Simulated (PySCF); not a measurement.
Compound: silyl cyanide, CH3NSi.
Cartesian coordinates in Å at the PBE0-D3(BJ)/def2-SVP level; atoms count from 1:
```
atom  x, y, z in Å
N1     2.4317    0.0207    0.0035
C2     1.2723    0.0128   -0.0003
Si3   -0.5858   -0.0042   -0.0098
H4    -1.0228   -1.0215   -1.0025
H5    -1.0481    1.3558   -0.3946
H6    -1.0411   -0.3597    1.3605
```

Method used: delta-SCF UKS SCAN, pcX-2 on the ionised atom, pcseg-1 elsewhere, spin-free X2C in PySCF 2.14.0. Each binding energy is the total energy of the core-ionised species, with the hole localised on one atom, minus that of the ground state; both are solved self-consistently, so orbital relaxation is included.

Some binding energies are withheld.

```csv
atom(s),bonded to,level,binding energy (eV)
C2,N (triple bond) and Si,C 1s,292.13
N1,C (triple bond),N 1s,?
Si3,C and 3 H,Si 1s,1848.15
Si3,C and 3 H,Si 2p3/2,?
```

What is the Si 2p3/2 binding energy of Si3?

108.34 eV (SiH3 silicon), with 2p1/2 at 108.97 eV.

Fill in N 1s for N1.

405.57 eV (cyano nitrogen).

Express the binding energy of C 1s of C2 in atomic units and per mole.

292.13 eV = 10.7356 Eh = 28186 kJ/mol.

The 2p values add to the ΔSCF energy of one spin-free hole a correction within the shell (spin–orbit coupling, ligand field). 2p1/2 minus 2p3/2 (ligand field included): Si 0.62 eV. Geometry: PBE0-D3(BJ)/def2-SVP; no solvent, vibrations or thermal averaging.
